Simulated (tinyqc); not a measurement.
Worked calculation (part 1 of 2): UHF in the sto-6g basis, for CH, spin multiplicity 4. Computed by tinyqc, a small Python program that keeps every step (integrals from PySCF). Settings: charge = 0, multiplicity = 4, basis = sto-6g, energy threshold = 1e-08, iteration cap = 69, orthogonalisation = symmetric, start = core, DIIS depth = 0, method = UHF. Command: `OMP_NUM_THREADS=1 python tinyqc.py 31004 31005 out.jsonl` (the two numbers bound the seeds that draw the settings). One thread of a shared host (Intel(R) Xeon(R) Processor @ 2.60GHz), about 0.1 s of CPU time with the checks. Later iterations appear only in the table of the cycle.

## One-electron integrals

Geometry (angstrom):
```
atom,x,y,z
C,0.0000,0.0000,0.0000
H,0.0000,0.0000,2.0670
```

Basis sto-6g: exponents (1/bohr^2) and contraction coefficients of normalised primitives:
```
element,l (shell),exponent,coefficient
C,s (1),742.7370,0.0092
C,s (1),136.1800,0.0494
C,s (1),38.0983,0.1685
C,s (1),13.0878,0.3706
C,s (1),5.0824,0.4165
C,s (1),2.0932,0.1303
C,s (2),30.4972,-0.0133
C,s (2),6.0362,-0.0470
C,s (2),1.8760,-0.0338
C,s (2),0.7218,0.2502
C,s (2),0.3135,0.5951
C,s (2),0.1437,0.2407
C,p (3),30.4972,0.0038
C,p (3),6.0362,0.0377
C,p (3),1.8760,0.1739
C,p (3),0.7218,0.4180
C,p (3),0.3135,0.4259
C,p (3),0.1437,0.1017
H,s (1),35.5232,0.0092
H,s (1),6.5131,0.0494
H,s (1),1.8221,0.1685
H,s (1),0.6260,0.3706
H,s (1),0.2431,0.4165
H,s (1),0.1001,0.1303
```

Overlap, kinetic and nuclear-attraction integrals over the contracted functions; the nuclear repulsion is the sum of Za Zb / Rab.

nuclear repulsion = 1.536073 hartree

overlap S, lower triangle:
```
,1C 1s,1C 2s,1C 2px,1C 2py,1C 2pz,2H 1s
1C 1s,1.0000
1C 2s,0.2432,1.0000
1C 2px,0.0000,0.0000,1.0000
1C 2py,0.0000,0.0000,0.0000,1.0000
1C 2pz,0.0000,0.0000,0.0000,0.0000,1.0000
2H 1s,0.0068,0.1175,0.0000,0.0000,0.1413,1.0000
```

kinetic energy T (hartree), lower triangle:
```
,1C 1s,1C 2s,1C 2px,1C 2py,1C 2pz,2H 1s
1C 1s,16.0686
1C 2s,-0.4928,0.4924
1C 2px,0.0000,0.0000,1.4792
1C 2py,0.0000,0.0000,0.0000,1.4792
1C 2pz,0.0000,0.0000,0.0000,0.0000,1.4792
2H 1s,-0.0030,-0.0143,0.0000,0.0000,0.0004,0.7685
```

nuclear attraction V (hartree), lower triangle:
```
,1C 1s,1C 2s,1C 2px,1C 2py,1C 2pz,2H 1s
1C 1s,-34.2640
1C 2s,-3.6807,-5.4161
1C 2px,0.0000,0.0000,-5.4075
1C 2py,0.0000,0.0000,0.0000,-5.4075
1C 2pz,-0.0050,-0.0549,0.0000,0.0000,-5.4328
2H 1s,-0.1143,-0.4141,0.0000,0.0000,-0.4533,-2.7751
```

core Hamiltonian H = T + V (hartree), lower triangle:
```
,1C 1s,1C 2s,1C 2px,1C 2py,1C 2pz,2H 1s
1C 1s,-18.1953
1C 2s,-4.1735,-4.9237
1C 2px,0.0000,0.0000,-3.9282
1C 2py,0.0000,0.0000,0.0000,-3.9282
1C 2pz,-0.0050,-0.0549,0.0000,0.0000,-3.9536
2H 1s,-0.1173,-0.4283,0.0000,0.0000,-0.4529,-2.0066
```

## Two-electron integrals

Functions are numbered as in S; the eight-fold symmetry (ij|kl) = (ji|kl) = (kl|ij) leaves the list below.

Two-electron integrals (ij|kl) in chemists' order, unique and non-zero (hartree):
```
i,j,k,l,(ij|kl)
1,1,1,1,3.5437
2,1,1,1,0.5295
2,1,2,1,0.1003
2,2,1,1,0.8536
2,2,2,1,0.1999
2,2,2,2,0.6248
3,1,3,1,0.0213
3,2,3,1,0.0319
3,2,3,2,0.1381
3,3,1,1,0.8536
3,3,2,1,0.1999
3,3,2,2,0.6248
3,3,3,3,0.6732
4,1,4,1,0.0213
4,2,4,1,0.0319
4,2,4,2,0.1381
4,3,4,3,0.0363
4,4,1,1,0.8536
4,4,2,1,0.1999
4,4,2,2,0.6248
4,4,3,3,0.6007
4,4,4,4,0.6732
5,1,5,1,0.0213
5,2,5,1,0.0319
5,2,5,2,0.1381
5,3,5,3,0.0363
5,4,5,4,0.0363
5,5,1,1,0.8536
5,5,2,1,0.1999
5,5,2,2,0.6248
5,5,3,3,0.6007
5,5,4,4,0.6007
5,5,5,5,0.6732
6,1,1,1,0.0154
6,1,2,1,0.0028
6,1,2,2,0.0055
6,1,3,3,0.0055
6,1,4,4,0.0055
6,1,5,1,1.87e-04
6,1,5,2,3.70e-04
6,1,5,5,0.0056
6,1,6,1,8.10e-05
6,2,1,1,0.0586
6,2,2,1,0.0140
6,2,2,2,0.0514
6,2,3,3,0.0501
6,2,4,4,0.0501
6,2,5,1,0.0014
6,2,5,2,0.0107
6,2,5,5,0.0540
6,2,6,1,4.10e-04
6,2,6,2,0.0071
6,3,3,1,0.0012
6,3,3,2,0.0067
6,3,5,3,0.0019
6,3,6,3,0.0006
6,4,4,1,0.0012
6,4,4,2,0.0067
6,4,5,4,0.0019
6,4,6,4,0.0006
6,5,1,1,0.0609
6,5,2,1,0.0147
6,5,2,2,0.0565
6,5,3,3,0.0541
6,5,4,4,0.0541
6,5,5,1,0.0023
6,5,5,2,0.0169
6,5,5,5,0.0613
6,5,6,1,4.42e-04
6,5,6,2,0.0092
6,5,6,5,0.0122
6,6,1,1,0.2559
6,6,2,1,0.0622
6,6,2,2,0.2552
6,6,3,3,0.2473
6,6,4,4,0.2473
6,6,5,1,0.0049
6,6,5,2,0.0538
6,6,5,5,0.2710
6,6,6,1,0.0018
6,6,6,2,0.0534
6,6,6,5,0.0743
6,6,6,6,0.7750
```

## Orthogonalisation

S = U s U^T; symmetric (Loewdin) form X = U s^(-1/2) U^T, so that X^T S X = 1.

eigenvalues of S: 0.7242  0.8736  1.0000  1.0000  1.1202  1.2820

X, lower triangle:
```
,1C 1s,1C 2s,1C 2px,1C 2py,1C 2pz,2H 1s
1C 1s,1.0233
1C 2s,-0.1272,1.0289
1C 2px,0.0000,0.0000,1.0000
1C 2py,0.0000,0.0000,0.0000,1.0000
1C 2pz,-0.0010,0.0066,0.0000,0.0000,1.0077
2H 1s,0.0079,-0.0617,0.0000,0.0000,-0.0722,1.0131
```

## Starting guess

The start is the orbitals of the core Hamiltonian; D(s) = C_occ C_occ^T for each spin.

D(alpha) at the start, lower triangle:
```
,1C 1s,1C 2s,1C 2px,1C 2py,1C 2pz,2H 1s
1C 1s,1.0633
1C 2s,-0.2605,1.0721
1C 2px,0.0000,0.0000,1.0000
1C 2py,0.0000,0.0000,0.0000,1.0000
1C 2pz,-0.0024,0.0110,0.0000,0.0000,1.0131
2H 1s,0.0119,-0.0455,0.0000,0.0000,-0.0582,0.0052
```

D(beta) at the start, lower triangle:
```
,1C 1s,1C 2s,1C 2px,1C 2py,1C 2pz,2H 1s
1C 1s,1.0608
1C 2s,-0.2497,1.0239
1C 2px,0.0000,0.0000,0.0000
1C 2py,0.0000,0.0000,0.0000,0.0000
1C 2pz,-0.0509,0.2263,0.0000,0.0000,0.0500
2H 1s,0.0142,-0.0557,0.0000,0.0000,-0.0123,0.0030
```

## Iteration 1: building the Fock matrix

J_ij = sum D_kl (ij|kl) with D = D(alpha) + D(beta), K_ij = sum D_kl (ik|jl) for each spin; F = H + J - K(s); E = tr D H + tr D J / 2 - 0.5 sum_s tr D(s) K(s) + E_nn.

Coulomb J (hartree), lower triangle:
```
,1C 1s,1C 2s,1C 2px,1C 2py,1C 2pz,2H 1s
1C 1s,11.3735
1C 2s,2.0495,4.8169
1C 2px,0.0000,0.0000,4.8159
1C 2py,0.0000,0.0000,0.0000,4.8159
1C 2pz,0.0123,0.0581,0.0000,0.0000,4.8188
2H 1s,0.0584,0.3779,0.0000,0.0000,0.4109,1.8079
```

exchange K(alpha) (hartree), lower triangle:
```
,1C 1s,1C 2s,1C 2px,1C 2py,1C 2pz,2H 1s
1C 1s,3.6639
1C 2s,0.6246,1.0830
1C 2px,0.0000,0.0000,0.8995
1C 2py,0.0000,0.0000,0.0000,0.8995
1C 2pz,0.0001,0.0009,0.0000,0.0000,0.9001
2H 1s,0.0200,0.0697,0.0000,0.0000,0.0589,0.0119
```

exchange K(beta) (hartree), lower triangle:
```
,1C 1s,1C 2s,1C 2px,1C 2py,1C 2pz,2H 1s
1C 1s,3.5989
1C 2s,0.5296,0.6477
1C 2px,0.0000,0.0000,0.1491
1C 2py,0.0000,0.0000,0.0000,0.1491
1C 2pz,0.0079,0.1565,0.0000,0.0000,0.1785
2H 1s,0.0161,0.0516,0.0000,0.0000,0.0227,0.0065
```

F(alpha) (hartree), lower triangle:
```
,1C 1s,1C 2s,1C 2px,1C 2py,1C 2pz,2H 1s
1C 1s,-10.4858
1C 2s,-2.7485,-1.1898
1C 2px,0.0000,0.0000,-0.0119
1C 2py,0.0000,0.0000,0.0000,-0.0119
1C 2pz,0.0073,0.0023,0.0000,0.0000,-0.0349
2H 1s,-0.0789,-0.1201,0.0000,0.0000,-0.1009,-0.2106
```

F(beta) (hartree), lower triangle:
```
,1C 1s,1C 2s,1C 2px,1C 2py,1C 2pz,2H 1s
1C 1s,-10.4207
1C 2s,-2.6536,-0.7546
1C 2px,0.0000,0.0000,0.7385
1C 2py,0.0000,0.0000,0.0000,0.7385
1C 2pz,-0.0005,-0.1533,0.0000,0.0000,0.6868
2H 1s,-0.0750,-0.1021,0.0000,0.0000,-0.0648,-0.2052
```

total energy of this density = -37.578022 hartree

## Iteration 1: diagonalisation and new density

Diagonalise F' = X^T F X, C = X C', fill 5 alpha and 2 beta electrons from the bottom; D(s) = C_occ C_occ^T. Each column has its largest component positive (the first on a tie).

F' = X^T F X (alpha) (hartree), lower triangle:
```
,1,2,3,4,5,6
1,-10.2856
2,-1.4147,-0.6965
3,0.0000,0.0000,-0.0119
4,0.0000,0.0000,0.0000,-0.0119
5,0.0038,0.0105,0.0000,0.0000,-0.0217
6,0.0141,-0.0613,0.0000,0.0000,-0.0867,-0.1903
```

orbital energies (alpha) (hartree): MO1 -10.4900, MO2 -0.5048, MO3 -0.2165, MO4 -0.0119, MO5 -0.0119, MO6 0.0171

coefficients C (alpha):
```
,MO1,MO2,MO3,MO4,MO5,MO6
1C 1s,0.9946,-0.2650,0.0587,0.0000,0.0000,-0.0221
1C 2s,0.0213,1.0032,-0.2481,0.0000,0.0000,0.1004
1C 2px,0.0000,0.0000,0.0000,0.9709,0.2394,0.0000
1C 2py,0.0000,0.0000,0.0000,-0.2394,0.9709,0.0000
1C 2pz,-0.0005,0.0081,0.3445,0.0000,0.0000,0.9497
2H 1s,-0.0015,0.1402,0.8877,0.0000,0.0000,-0.4773
```

F' = X^T F X (beta) (hartree), lower triangle:
```
,1,2,3,4,5,6
1,-10.2352
2,-1.3783,-0.2639
3,0.0000,0.0000,0.7385
4,0.0000,0.0000,0.0000,0.7385
5,0.0154,-0.1458,0.0000,0.0000,0.7038
6,0.0128,-0.0578,0.0000,0.0000,-0.0927,-0.1883
```

orbital energies (beta) (hartree): MO1 -10.4222, MO2 -0.2368, MO3 -0.0621, MO4 0.7375, MO5 0.7385, MO6 0.7385

coefficients C (beta):
```
,MO1,MO2,MO3,MO4,MO5,MO6
1C 1s,0.9969,-0.1159,-0.2330,0.0428,0.0000,0.0000
1C 2s,0.0123,0.4310,0.9304,-0.1646,0.0000,0.0000
1C 2px,0.0000,0.0000,0.0000,0.0000,-0.3458,0.9383
1C 2py,0.0000,0.0000,0.0000,0.0000,0.9383,0.3458
1C 2pz,0.0003,0.1000,0.1490,0.9942,0.0000,0.0000
2H 1s,-0.0010,0.8411,-0.5530,-0.1489,0.0000,0.0000
```

D(alpha) after iteration 1, lower triangle:
```
,1C 1s,1C 2s,1C 2px,1C 2py,1C 2pz,2H 1s
1C 1s,1.0629
1C 2s,-0.2593,1.0685
1C 2px,0.0000,0.0000,1.0000
1C 2py,0.0000,0.0000,0.0000,1.0000
1C 2pz,0.0176,-0.0773,0.0000,0.0000,0.1187
2H 1s,0.0135,-0.0796,0.0000,0.0000,0.3069,0.8077
```

D(beta) after iteration 1, lower triangle:
```
,1C 1s,1C 2s,1C 2px,1C 2py,1C 2pz,2H 1s
1C 1s,1.0073
1C 2s,-0.0376,0.1859
1C 2px,0.0000,0.0000,0.0000
1C 2py,0.0000,0.0000,0.0000,0.0000
1C 2pz,-0.0112,0.0431,0.0000,0.0000,0.0100
2H 1s,-0.0985,0.3625,0.0000,0.0000,0.0841,0.7075
```

Within a degenerate level the vectors are fixed only up to a rotation; this is one choice.

## Iteration 2: building the Fock matrix

As before.

Coulomb J (hartree), lower triangle:
```
,1C 1s,1C 2s,1C 2px,1C 2py,1C 2pz,2H 1s
1C 1s,10.3758
1C 2s,1.8262,4.2213
1C 2px,0.0000,0.0000,4.2278
1C 2py,0.0000,0.0000,0.0000,4.2278
1C 2pz,0.0081,0.0916,0.0000,0.0000,4.2084
2H 1s,0.0521,0.3757,0.0000,0.0000,0.4304,2.6011
```

exchange K(alpha) (hartree), lower triangle:
```
,1C 1s,1C 2s,1C 2px,1C 2py,1C 2pz,2H 1s
1C 1s,3.6447
1C 2s,0.5968,0.9677
1C 2px,0.0000,0.0000,0.8681
1C 2py,0.0000,0.0000,0.0000,0.8681
1C 2pz,-0.0002,-0.0309,0.0000,0.0000,0.3510
2H 1s,0.0194,0.1057,0.0000,0.0000,0.1588,0.6719
```

exchange K(beta) (hartree), lower triangle:
```
,1C 1s,1C 2s,1C 2px,1C 2py,1C 2pz,2H 1s
1C 1s,3.5478
1C 2s,0.5364,0.2448
1C 2px,0.0000,0.0000,0.0505
1C 2py,0.0000,0.0000,0.0000,0.0505
1C 2pz,0.0006,0.0655,0.0000,0.0000,0.0822
2H 1s,0.0150,0.1465,0.0000,0.0000,0.1044,0.6014
```

F(alpha) (hartree), lower triangle:
```
,1C 1s,1C 2s,1C 2px,1C 2py,1C 2pz,2H 1s
1C 1s,-11.4643
1C 2s,-2.9440,-1.6702
1C 2px,0.0000,0.0000,-0.5685
1C 2py,0.0000,0.0000,0.0000,-0.5685
1C 2pz,0.0033,0.0676,0.0000,0.0000,-0.0962
2H 1s,-0.0846,-0.1584,0.0000,0.0000,-0.1814,-0.0774
```

F(beta) (hartree), lower triangle:
```
,1C 1s,1C 2s,1C 2px,1C 2py,1C 2pz,2H 1s
1C 1s,-11.3673
1C 2s,-2.8836,-0.9472
1C 2px,0.0000,0.0000,0.2491
1C 2py,0.0000,0.0000,0.0000,0.2491
1C 2pz,0.0026,-0.0288,0.0000,0.0000,0.1726
2H 1s,-0.0802,-0.1992,0.0000,0.0000,-0.1269,-0.0069
```

total energy of this density = -37.796126 hartree

## Iteration 2: diagonalisation and new density

As before.

F' = X^T F X (alpha) (hartree), lower triangle:
```
,1,2,3,4,5,6
1,-11.2672
2,-1.4340,-1.1634
3,0.0000,0.0000,-0.5685
4,0.0000,0.0000,0.0000,-0.5685
5,-0.0092,0.0838,0.0000,0.0000,-0.0707
6,0.0161,-0.0863,0.0000,0.0000,-0.1789,-0.0386
```

orbital energies (alpha) (hartree): MO1 -11.4667, MO2 -0.9773, MO3 -0.5685, MO4 -0.5685, MO5 -0.2343, MO6 0.1384

coefficients C (alpha):
```
,MO1,MO2,MO3,MO4,MO5,MO6
1C 1s,0.9960,-0.2647,0.0000,0.0000,0.0040,0.0358
1C 2s,0.0159,1.0250,0.0000,0.0000,-0.0328,-0.1634
1C 2px,0.0000,0.0000,0.9814,0.1919,0.0000,0.0000
1C 2py,0.0000,0.0000,-0.1919,0.9814,0.0000,0.0000
1C 2pz,-0.0003,-0.0766,0.0000,0.0000,0.6940,-0.7302
2H 1s,-0.0010,0.0230,0.0000,0.0000,0.6311,0.7979
```

F' = X^T F X (beta) (hartree), lower triangle:
```
,1,2,3,4,5,6
1,-11.1695
2,-1.4774,-0.4082
3,0.0000,0.0000,0.2491
4,0.0000,0.0000,0.0000,0.2491
5,0.0015,-0.0095,0.0000,0.0000,0.1935
6,0.0281,-0.1714,0.0000,0.0000,-0.1424,0.0343
```

orbital energies (beta) (hartree): MO1 -11.3687, MO2 -0.3111, MO3 0.0380, MO4 0.2491, MO5 0.2491, MO6 0.2918

coefficients C (beta):
```
,MO1,MO2,MO3,MO4,MO5,MO6
1C 1s,0.9972,-0.2207,0.1325,0.0000,0.0000,-0.0530
1C 2s,0.0114,0.8572,-0.5402,0.0000,0.0000,0.2279
1C 2px,0.0000,0.0000,0.0000,0.9992,-0.0391,0.0000
1C 2py,0.0000,0.0000,0.0000,0.0391,0.9992,0.0000
1C 2pz,-0.0001,0.1270,0.5277,0.0000,0.0000,0.8521
2H 1s,-0.0009,0.4362,0.6567,0.0000,0.0000,-0.6434
```

D(alpha) after iteration 2, lower triangle:
```
,1C 1s,1C 2s,1C 2px,1C 2py,1C 2pz,2H 1s
1C 1s,1.0622
1C 2s,-0.2556,1.0519
1C 2px,0.0000,0.0000,1.0000
1C 2py,0.0000,0.0000,0.0000,1.0000
1C 2pz,0.0228,-0.1012,0.0000,0.0000,0.4875
2H 1s,-0.0046,0.0028,0.0000,0.0000,0.4363,0.3988
```

D(beta) after iteration 2, lower triangle:
```
,1C 1s,1C 2s,1C 2px,1C 2py,1C 2pz,2H 1s
1C 1s,1.0431
1C 2s,-0.1778,0.7349
1C 2px,0.0000,0.0000,0.0000
1C 2py,0.0000,0.0000,0.0000,0.0000
1C 2pz,-0.0281,0.1088,0.0000,0.0000,0.0161
2H 1s,-0.0971,0.3739,0.0000,0.0000,0.0554,0.1902
```

Within a degenerate level the vectors are fixed only up to a rotation; this is one choice.

## Iteration 3: building the Fock matrix

As before.

Coulomb J (hartree), lower triangle:
```
,1C 1s,1C 2s,1C 2px,1C 2py,1C 2pz,2H 1s
1C 1s,10.9153
1C 2s,1.9466,4.5480
1C 2px,0.0000,0.0000,4.5520
1C 2py,0.0000,0.0000,0.0000,4.5520
1C 2pz,0.0064,0.0580,0.0000,0.0000,4.5400
2H 1s,0.0555,0.3760,0.0000,0.0000,0.4182,2.1420
```

exchange K(alpha) (hartree), lower triangle:
```
,1C 1s,1C 2s,1C 2px,1C 2py,1C 2pz,2H 1s
1C 1s,3.6518
1C 2s,0.6088,1.0175
1C 2px,0.0000,0.0000,0.8807
1C 2py,0.0000,0.0000,0.0000,0.8807
1C 2pz,-0.0002,-0.0373,0.0000,0.0000,0.6108
2H 1s,0.0207,0.1164,0.0000,0.0000,0.1910,0.3870
```

exchange K(beta) (hartree), lower triangle:
```
,1C 1s,1C 2s,1C 2px,1C 2py,1C 2pz,2H 1s
1C 1s,3.5813
1C 2s,0.5316,0.5331
1C 2px,0.0000,0.0000,0.1181
1C 2py,0.0000,0.0000,0.0000,0.1181
1C 2pz,0.0009,0.1057,0.0000,0.0000,0.1445
2H 1s,0.0147,0.1500,0.0000,0.0000,0.0690,0.2025
```

F(alpha) (hartree), lower triangle:
```
,1C 1s,1C 2s,1C 2px,1C 2py,1C 2pz,2H 1s
1C 1s,-10.9319
1C 2s,-2.8357,-1.3932
1C 2px,0.0000,0.0000,-0.2569
1C 2py,0.0000,0.0000,0.0000,-0.2569
1C 2pz,0.0016,0.0404,0.0000,0.0000,-0.0244
2H 1s,-0.0825,-0.1687,0.0000,0.0000,-0.2257,-0.2515
```

F(beta) (hartree), lower triangle:
```
,1C 1s,1C 2s,1C 2px,1C 2py,1C 2pz,2H 1s
1C 1s,-10.8613
1C 2s,-2.7585,-0.9089
1C 2px,0.0000,0.0000,0.5057
1C 2py,0.0000,0.0000,0.0000,0.5057
1C 2pz,0.0006,-0.1026,0.0000,0.0000,0.4419
2H 1s,-0.0765,-0.2022,0.0000,0.0000,-0.1038,-0.0671
```

total energy of this density = -37.918805 hartree

## Iteration 3: diagonalisation and new density

As before.

F' = X^T F X (alpha) (hartree), lower triangle:
```
,1,2,3,4,5,6
1,-10.7333
2,-1.4238,-0.8897
3,0.0000,0.0000,-0.2569
4,0.0000,0.0000,0.0000,-0.2569
5,-0.0080,0.0608,0.0000,0.0000,0.0074
6,0.0176,-0.1014,0.0000,0.0000,-0.2153,-0.2083
```

orbital energies (alpha) (hartree): MO1 -10.9351, MO2 -0.7095, MO3 -0.3332, MO4 -0.2569, MO5 -0.2569, MO6 0.1539

coefficients C (alpha):
```
,MO1,MO2,MO3,MO4,MO5,MO6
1C 1s,0.9954,-0.2629,0.0452,0.0000,0.0000,-0.0391
1C 2s,0.0185,1.0054,-0.1971,0.0000,0.0000,0.1692
1C 2px,0.0000,0.0000,0.0000,-0.6915,0.7224,0.0000
1C 2py,0.0000,0.0000,0.0000,0.7224,0.6915,0.0000
1C 2pz,-0.0001,-0.0343,0.4909,0.0000,0.0000,0.8823
2H 1s,-0.0011,0.1333,0.8047,0.0000,0.0000,-0.6084
```

F' = X^T F X (beta) (hartree), lower triangle:
```
,1,2,3,4,5,6
1,-10.6716
2,-1.4146,-0.3930
3,0.0000,0.0000,0.5057
4,0.0000,0.0000,0.0000,0.5057
5,0.0089,-0.0853,0.0000,0.0000,0.4623
6,0.0276,-0.1666,0.0000,0.0000,-0.1293,-0.0296
```

orbital energies (beta) (hartree): MO1 -10.8627, MO2 -0.3306, MO3 0.0643, MO4 0.4970, MO5 0.5057, MO6 0.5057

coefficients C (beta):
```
,MO1,MO2,MO3,MO4,MO5,MO6
1C 1s,0.9971,-0.2125,0.1546,0.0146,0.0000,0.0000
1C 2s,0.0118,0.8221,-0.6326,-0.0496,0.0000,0.0000
1C 2px,0.0000,0.0000,0.0000,0.0000,-0.0163,0.9999
1C 2py,0.0000,0.0000,0.0000,0.0000,0.9999,0.0163
1C 2pz,0.0002,0.1449,0.0818,0.9965,0.0000,0.0000
2H 1s,-0.0009,0.4813,0.8496,-0.2866,0.0000,0.0000
```

D(alpha) after iteration 3, lower triangle:
```
,1C 1s,1C 2s,1C 2px,1C 2py,1C 2pz,2H 1s
1C 1s,1.0619
1C 2s,-0.2549,1.0500
1C 2px,0.0000,0.0000,1.0000
1C 2py,0.0000,0.0000,0.0000,1.0000
1C 2pz,0.0311,-0.1313,0.0000,0.0000,0.2422
2H 1s,0.0002,-0.0246,0.0000,0.0000,0.3905,0.6653
```

D(beta) after iteration 3, lower triangle:
```
,1C 1s,1C 2s,1C 2px,1C 2py,1C 2pz,2H 1s
1C 1s,1.0393
1C 2s,-0.1629,0.6760
1C 2px,0.0000,0.0000,0.0000
1C 2py,0.0000,0.0000,0.0000,0.0000
1C 2pz,-0.0306,0.1191,0.0000,0.0000,0.0210
2H 1s,-0.1032,0.3957,0.0000,0.0000,0.0697,0.2316
```

Within a degenerate level the vectors are fixed only up to a rotation; this is one choice.

## Iteration 44 (converged): orbitals

converged F(alpha) (hartree), lower triangle:
```
,1C 1s,1C 2s,1C 2px,1C 2py,1C 2pz,2H 1s
1C 1s,-11.0708
1C 2s,-2.8567,-1.4285
1C 2px,0.0000,0.0000,-0.3317
1C 2py,0.0000,0.0000,0.0000,-0.3317
1C 2pz,0.0007,0.0434,0.0000,0.0000,0.1981
2H 1s,-0.0812,-0.1504,0.0000,0.0000,-0.1463,-0.4826
```

converged F(beta) (hartree), lower triangle:
```
,1C 1s,1C 2s,1C 2px,1C 2py,1C 2pz,2H 1s
1C 1s,-11.0259
1C 2s,-2.7925,-1.1361
1C 2px,0.0000,0.0000,0.3822
1C 2py,0.0000,0.0000,0.0000,0.3822
1C 2pz,-0.0004,-0.0580,0.0000,0.0000,0.3048
2H 1s,-0.0779,-0.1320,0.0000,0.0000,-0.0592,0.2557
```

As before.

F' = X^T F X (alpha) (hartree), lower triangle:
```
,1,2,3,4,5,6
1,-10.8739
2,-1.4233,-0.9269
3,0.0000,0.0000,-0.3317
4,0.0000,0.0000,0.0000,-0.3317
5,-0.0088,0.0579,0.0000,0.0000,0.2206
6,0.0147,-0.0654,0.0000,0.0000,-0.1331,-0.4583
```

orbital energies (alpha) (hartree): MO1 -11.0735, MO2 -0.7437, MO3 -0.4721, MO4 -0.3317, MO5 -0.3317, MO6 0.2508

coefficients C (alpha):
```
,MO1,MO2,MO3,MO4,MO5,MO6
1C 1s,0.9957,-0.2599,0.0627,0.0000,0.0000,-0.0218
1C 2s,0.0170,0.9985,-0.2698,0.0000,0.0000,0.0925
1C 2px,0.0000,0.0000,0.0000,0.9729,-0.2313,0.0000
1C 2py,0.0000,0.0000,0.0000,0.2313,0.9729,0.0000
1C 2pz,0.0000,-0.0389,0.1324,0.0000,0.0000,1.0008
2H 1s,-0.0013,0.1589,0.9687,0.0000,0.0000,-0.2682
```

F' = X^T F X (beta) (hartree), lower triangle:
```
,1,2,3,4,5,6
1,-10.8389
2,-1.3989,-0.6344
3,0.0000,0.0000,0.3822
4,0.0000,0.0000,0.0000,0.3822
5,0.0034,-0.0480,0.0000,0.0000,0.3188
6,0.0192,-0.1018,0.0000,0.0000,-0.0991,0.2852
```

orbital energies (beta) (hartree): MO1 -11.0272, MO2 -0.4653, MO3 0.2195, MO4 0.3822, MO5 0.3822, MO6 0.4036

coefficients C (beta):
```
,MO1,MO2,MO3,MO4,MO5,MO6
1C 1s,0.9972,-0.2578,0.0478,0.0000,0.0000,-0.0164
1C 2s,0.0112,1.0137,-0.2089,0.0000,0.0000,0.0852
1C 2px,0.0000,0.0000,0.0000,-0.1229,0.9924,0.0000
1C 2py,0.0000,0.0000,0.0000,0.9924,0.1229,0.0000
1C 2pz,0.0002,0.0755,0.6077,0.0000,0.0000,0.8036
2H 1s,-0.0009,0.0812,0.7087,0.0000,0.0000,-0.7257
```

D(alpha) after iteration 44, lower triangle:
```
,1C 1s,1C 2s,1C 2px,1C 2py,1C 2pz,2H 1s
1C 1s,1.0630
1C 2s,-0.2595,1.0700
1C 2px,0.0000,0.0000,1.0000
1C 2py,0.0000,0.0000,0.0000,1.0000
1C 2pz,0.0184,-0.0746,0.0000,0.0000,0.0190
2H 1s,0.0181,-0.1027,0.0000,0.0000,0.1221,0.9636
```

D(beta) after iteration 44, lower triangle:
```
,1C 1s,1C 2s,1C 2px,1C 2py,1C 2pz,2H 1s
1C 1s,1.0609
1C 2s,-0.2501,1.0277
1C 2px,0.0000,0.0000,0.0000
1C 2py,0.0000,0.0000,0.0000,0.0000
1C 2pz,-0.0192,0.0765,0.0000,0.0000,0.0057
2H 1s,-0.0218,0.0823,0.0000,0.0000,0.0061,0.0066
```

Within a degenerate level the vectors are fixed only up to a rotation; this is one choice.

## Convergence

Stop when the energy changes by less than 1e-08 hartree and every element of the error matrix X^T (F D S - S D F) X (for each spin) is below 3e-05.

Course of the cycle:
```
iteration,E (hartree),change,largest element of the error matrix
1,-37.578022,-,8.92e-02
2,-37.796126,-2.18e-01,1.81e-01
3,-37.918805,-1.23e-01,1.22e-01
4,-37.962884,-4.41e-02,8.16e-02
5,-38.000227,-3.73e-02,7.08e-02
6,-38.028321,-2.81e-02,5.09e-02
7,-38.040239,-1.19e-02,2.84e-02
8,-38.043757,-3.52e-03,1.39e-02
9,-38.044754,-9.98e-04,6.80e-03
10,-38.045124,-3.70e-04,6.07e-03
11,-38.045319,-1.95e-04,5.26e-03
12,-38.045444,-1.25e-04,4.50e-03
13,-38.045531,-8.68e-05,3.83e-03
14,-38.045593,-6.15e-05,3.25e-03
...,...,...,...
31,-38.045750,-2.63e-07,2.15e-04
32,-38.045750,-1.92e-07,1.84e-04
33,-38.045750,-1.40e-07,1.57e-04
34,-38.045750,-1.03e-07,1.34e-04
35,-38.045751,-7.49e-08,1.15e-04
36,-38.045751,-5.48e-08,9.80e-05
37,-38.045751,-4.00e-08,8.38e-05
38,-38.045751,-2.92e-08,7.16e-05
39,-38.045751,-2.14e-08,6.12e-05
40,-38.045751,-1.56e-08,5.23e-05
41,-38.045751,-1.14e-08,4.47e-05
42,-38.045751,-8.34e-09,3.82e-05
43,-38.045751,-6.09e-09,3.27e-05
44,-38.045751,-4.45e-09,2.79e-05
```

PySCF UHF in the same basis, after a stability check = -38.045751 hartree

Converged in 44 iterations.
